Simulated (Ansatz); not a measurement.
Ge (P4₃2₁2, No. 96, 12 atoms in the cell; start mp-137; another form than the element's usual one)

These are PBEsol (plane waves, PAW; Ansatz, an electronic-structure program) values and carry that method's errors.

Settings: plane-wave cutoff 500 eV, 8×8×6 k mesh (along the axes of the cell as run), gaussian smearing 0.02 eV, scalar-relativistic PAW data made under PBE.

Cell (relaxed at this level):

```
Ge
1.0
    5.92763     0.00000     0.00000
    0.00000     5.92763     0.00000
    0.00000     0.00000     6.96008
Ge
12
Direct
  0.08898   0.08898   0.00000
  0.41102   0.58898   0.75000
  0.91102   0.91102   0.50000
  0.58898   0.41102   0.25000
  0.17212   0.36961   0.25749
  0.13039   0.67212   0.00749
  0.82788   0.63039   0.75749
  0.86961   0.32788   0.50749
  0.67212   0.13039   0.99251
  0.63039   0.82788   0.24251
  0.32788   0.86961   0.49251
  0.36961   0.17212   0.74251
```

```yaml
band_gap: 0.54 eV (on the SCF k mesh)
```

Note: the relaxation could not lower the start's symmetry, so the cell can be a saddle point above a distorted one.

Spin–orbit coupling is not included.

The computed numbers hold no vibrational or temperature effects.

It cost roughly 10 core-minutes of CPU time.

A start named mp-… is a Materials Project structure, which need not be a measured phase.
